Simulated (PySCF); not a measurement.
# Working with the constants of NaAl

RHF-CCSD(T) constants of NaAl, ¹Σ⁺ (singlet), closed shell (Na jorge-DZP-DKH, Al jorge-DZP-DKH; spin-free X2C with a Gaussian nucleus (PySCF 2.14); masses 22.9898 and 26.9815 u):

| Item | Value |
| --- | --- |
| ωe | 175.2 cm⁻¹ |
| ωexe | 0.902 cm⁻¹ |
| Be | 0.13311 cm⁻¹ |
| αe | 0.00104 cm⁻¹ |
| De to Na + Al | 0.70 eV |

**Question.** What force constant and bond length do these constants imply?

**Answer.** Reduced mass μred = 12.413 u; k = 5.8918×10⁻⁷·μred·ωe² (u, cm⁻¹, mdyn/Å) = 0.224 mdyn/Å; Re = √(16.8576/(μred·Be)) (u, cm⁻¹, Å) = 3.194 Å.

**Question.** Estimate the centrifugal constant D from the Kratzer relation and find the Dunham coefficient a1.

**Answer.** D = 4Be³/ωe² = 3.07e-07 cm⁻¹; a1 = −1 − αeωe/(6Be²) = -2.71.

Correlated steps freeze 6 core orbitals. Correlated levels converge slowly with the basis: in double zeta they bind strong bonds too weakly, by up to about 1 eV, and carry superposition errors of some tenths. Where the molecule has an RHF reference, its open-shell atoms are computed with UHF.
